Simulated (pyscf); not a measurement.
## Addition across a multiple bond or ene-type step: HN=Si: [singlet] + SiH₄ → :HSi–NH–SiH₃ [singlet]

Gas phase, singlet surface, charge 0. Bonds broken: Si4–H5. Bonds formed: N1–Si4, Si2–H5. Optimised with ωB97X-D3(BJ)/def2-SVP in PySCF. MP2 and CC: frozen core, UHF for open shells. ΔMP2 is the change of the MP2 total energy from the triple- to the quadruple-zeta basis.

Transition state (Å):

```xyz
8

N     -0.0876     1.2327    -0.0281
Si     0.9401     0.6393    -1.1301
H     -0.3878     2.1580     0.2585
Si    -0.6523    -0.7925     0.6881
H      0.3999    -1.0289    -0.4577
H     -0.8058    -2.2908     0.9274
H     -2.0229    -0.4276     0.2416
H     -0.0972    -0.3452     1.9930
```

One imaginary mode, 383i cm⁻¹; descent along it reached the two sides named.

```
bond    change  reactant side (Å)  saddle  product side
------  ------  -----------------  ------  ------------
Si4–H5  breaks              1.491   1.574           3.0
N1–Si4   forms                3.3   2.221         1.761
Si2–H5   forms                3.2   1.878         1.533
```

Electronic energies relative to the separated reactants (kJ/mol):

| level | barrier | reaction energy | reverse barrier |
|---|---|---|---|
| ωB97X-D3(BJ)/def2-TZVP | 49.2 | -130.1 | 179.3 |
| PBE/def2-TZVP | 57.3 | -97.8 | 155.2 |
| r²SCAN/def2-TZVP | 59.6 | -108.8 | 168.4 |
| B3LYP-D3(BJ)/def2-TZVP | 66.5 | -108.8 | 175.3 |
| PBE0-D3(BJ)/def2-TZVP | 48.9 | -122.2 | 171.1 |
| M06-2X/def2-TZVP | 62.0 | -118.7 | 180.7 |
| ωB97M-D3(BJ)/def2-TZVP | 64.5 | -109.3 | 173.8 |
| HF/def2-TZVP | 108.2 | -116.5 | 224.7 |
| MP2/def2-QZVPP | 74.7 | -100.4 | 175.2 |
| CCSD/def2-TZVPP | 79.2 | -108.6 | 187.9 |
| CCSD(T)/def2-TZVPP | 76.2 | -102.5 | 178.7 |
| CCSD(T)/def2-TZVPP + ΔMP2(QZVPP) | 74.5 | -104.2 | 178.7 |

With CCSD(T)/def2-TZVPP + ΔMP2(QZVPP) energies and thermal terms (ideal gas, 1 atm, RRHO with modes under 100 cm⁻¹ raised to 100, one conformer, R ln 2 for rigid chiral ones), in kJ/mol:

| T (K) | ΔH‡ | ΔG‡ | ΔH | ΔG |
|---|---|---|---|---|
| 298 | 75.0 | 113.3 | -97.6 | -62.2 |
| 600 | 74.9 | 152.2 | -96.2 | -26.6 |
| 900 | 76.0 | 190.7 | -93.2 | +7.6 |
| 1200 | 77.4 | 228.7 | -89.8 | +40.6 |

One saddle was located; it need not be the lowest between these sides. The CCSD(T) − MP2 part came from Ansatz, without density fitting, on the same reference.
